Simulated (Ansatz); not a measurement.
# NaO+ (singlet): from Hartree-Fock to the top rungs at distance O1–Na2 = 8.652 Å, cc-pVDZ

How much of the correlation energy of NaO+ (singlet) does each wave-function method recover here?

Method: cc-pVDZ, core rule «outside noble gas», up to 6 orbitals frozen; program: Ansatz 0.2.0, Gaussian basis.

To be run: UHF; CCSD(T) on RHF; CCSD(T) on UHF; BCCD(T) on RHF; CCSDT(Q) on RHF; CCSDT(Q) on UHF; CCSDTQ on RHF; Full CI.

69 further runs of the same task are left out: 45 for a known fault of the program, 18 that didn't finish, 6 set aside as unsound or not needed.

## 1. The geometry

The geometry derives from a PBE0/def2-TZVP stationary point (not a proven minimum). One bond is set to the value named and the two fragments are kept rigid.

2 atoms, charge 1, spin multiplicity 1.

Atoms are counted from 1 here; the program's logs count them from 0.

No contacts short enough for the rule that draws bonds.

## 2. UHF

File in.yaml:

```yaml
crystal:
  periodic: [false, false, false]
  atoms:
    - {symbol: O, position_ang: [0.000000, 0.000000, 0.000000]}
    - {symbol: Na, position_ang: [0.000000, 0.000000, 8.652000]}
basis:
  gaussian: {orbitals: cc-pVDZ}
total_charge: 1
magnetization: {spin_polarized: true, initial_magnetization: 0}
hamiltonian: {xc: hf}
output: {orbitals: {seedname: orbitals}}
```

Command:

```bash
$ ansatz run in.yaml --threads 1 --pin off --events-out ev --progress --plain --max-ram 2393MiB
```

The runs that follow: CCSD(T) on RHF; CCSD(T) on UHF; BCCD(T) on RHF; CCSDT(Q) on RHF; CCSDT(Q) on UHF; CCSDTQ on RHF; Full CI.

Q: Predict the results of all the runs planned. Wanted: FCI below the RHF energy; RMP2 from FCI; RCCSD from FCI; RCCSD(T) from FCI; RCCSDT(Q) from FCI; T1 diagnostic; effectively unpaired electrons.

As calculated:

```
                         quantity               value
         FCI below the RHF energy          -4.5205 eV
                    RMP2 from FCI     +29.55 kcal/mol
                   RCCSD from FCI      +7.65 kcal/mol
                RCCSD(T) from FCI      +3.00 kcal/mol
               RCCSDT(Q) from FCI      +0.07 kcal/mol
levels within 1 kcal/mol (43 meV)  RCCSDT(Q), RCCSDTQ
                    T1 diagnostic               0.002
   effectively unpaired electrons                1.99
```

RCCSD(T) lands +3.00 kcal/mol from the yardstick (2.9 % of the correlation energy). The occupations show strong static correlation (2.0 unpaired electrons where one determinant has 0). These misses are within one basis, not against nature.
